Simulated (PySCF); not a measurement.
# Molecular orbitals of SF

MN15 at R = 1.629 Å; PySCF, no relativity, basis sets S def2-SVPD, F def2-SVPD. State: ²Π (doublet), unpaired electrons π ↑. Only the outer orbitals are listed, counted within each symmetry.

| spin | orbital | occ. | ε (eV) | on S (%) | main shells (%) |
| --- | --- | --- | --- | --- | --- |
| α | 5σ | 1 | -34.22 | 7 | 90 F s |
| α | 6σ | 1 | -20.76 | 71 | 71 S s, 21 F p |
| α | 2π | 1 | -14.98 | 13 | 86 F p, 12 S p |
| α | 7σ | 1 | -14.93 | 47 | 52 F p, 24 S p, 21 S s |
| α | 2π | 1 | -14.67 | 11 | 88 F p, 10 S p |
| α | 3π | 1 | -9.45 | 88 | 88 S p, 12 F p |
| α | 3π | 1 | -8.73 | 90 | 90 S p, 10 F p |
| α | 8σ | 0 | -1.16 | 89 | 76 S p, 14 F p, 10 S d |
| β | 5σ | 1 | -34.07 | 6 | 91 F s |
| β | 6σ | 1 | -19.93 | 64 | 64 S s, 28 F p |
| β | 2π | 1 | -14.55 | 9 | 90 F p, 9 S p |
| β | 7σ | 1 | -14.48 | 52 | 47 F p, 28 S s, 23 S p |
| β | 2π | 1 | -14.24 | 8 | 91 F p |
| β | 3π | 1 | -8.19 | 91 | 90 S p, 9 F p |
| β | 3π | 0 | -4.08 | 92 | 92 S p |
| β | 8σ | 0 | -0.74 | 90 | 76 S p, 12 F p, 10 S d |

Q: Which are the highest filled and the lowest empty level, where do they sit, and how wide is the gap?

A: Highest filled β 3π at -8.19 eV (in %: 90 S p, 9 F p); lowest empty β 3π at -4.08 eV (in %: 92 S p); the gap at MN15 is 4.11 eV. Both belong to one degenerate shell, split only by its one-sided filling, so this is no excitation gap.

```json
{
  "bond order (Mayer)": "0.85",
  "⟨S²⟩": "0.752",
  "charge on S (Mulliken, basis-dependent)": "0.41",
  "charge on S (Löwdin, basis-dependent)": "0.67",
  "dipole moment (positive dipole means S(−)F(+))": "-0.98 D"
}
```

The state is the lowest determinant that a PBE0 search found; another state may lie lower at other levels.
